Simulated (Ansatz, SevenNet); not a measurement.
**Litharge SnO: volume per atom by level of theory**

No measured value is used here.

| level (code) | value (Å³/atom) |
|---|---|
| SevenNet-0 | 20.88 |
| LDA (Ansatz) | ___ |
| PBE (Ansatz) | 18.97 |
| PBE-D3(BJ) (Ansatz) | ___ |
| r²SCAN+rVV10 (Ansatz) | 17.14 |
| HSE06 (Ansatz) | 18.10 |

Task: Fill in the missing entries.

Result: 
- LDA (Ansatz, a quantum-chemistry and plane-wave program), value (Å³/atom): 16.52
- PBE-D3(BJ) (Ansatz), value (Å³/atom): 17.51

SevenNet-0: the cell has another shape than the first-principles one, perhaps another minimum in the same group. LDA: LDA has no dispersion term either, though it tends to give short spacings of layers, chains or molecules. PBE: for a layered or molecular solid the relaxed cell lies over 5 % above the published volume, where the minimum can be shallow. PBE, HSE06: the cell comes from a level without a dispersion term, which matters for the spacing of layers, chains or molecules. Cutoffs and k meshes differ between the levels. Ansatz's density-functional and Hartree–Fock values are scalar-relativistic unless marked +SOC, with PAW data made under PBE.

Machine-learned potentials (SevenNet-0) are trained on DFT data: a solid inside that data is no test of them.
